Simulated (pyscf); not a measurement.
Thermochemistry of product channels of `[O]=[Zr]([Cl])[Cl]` + `[H]` [doublet] on the doublet surface, in eV, from ωB97M-D3(BJ)/def2-TZVP energies (ideal gas, 1 atm, RRHO with modes under 100 cm⁻¹ raised to 100, one conformer, R ln 2 for rigid chiral ones). Single points on ωB97X-D3(BJ)/def2-SVP structures (PySCF, gas phase).

```tsv
products	ΔE	ΔH(298 K)	ΔG(600 K)	ΔG(1200 K)
`[OH]` [doublet] + `[Cl][Zr][Cl]` [triplet]	+2.95	+3.09	+2.89	+2.76
`[O]` [triplet] + `[Cl][ZrH][Cl]` [doublet]	+4.25	+4.30	+4.16	+4.03
`[OH][Zr]([Cl])[Cl]` [doublet]	-2.86	-2.62	-1.98	-1.32
`[O]=[ZrH]` [doublet] + `[Cl][Cl]`	+4.51	+4.57	+4.39	+4.30
`[O]=[Zr]` [triplet] + `[ClH]` + `[Cl]` [doublet]	+5.50	+5.62	+4.82	+4.11
`[O]=[Zr][Cl]` [doublet] + `[ClH]`	+0.54	+0.66	+0.48	+0.38
```

These are energies of the channels, which say nothing of barriers. Left out: orbital degeneracy and the spin-orbit lowering of Cl, OH, O. The term symbol of open-shell O=Zr was not checked; spin-orbit terms and orbital degeneracy are left out. Open-shell species with a d-block atom are single-reference here; other states, and whether the spin sits on metal or ligand, were not checked. Elements past Kr carry the def2 core potentials, without spin-orbit coupling.
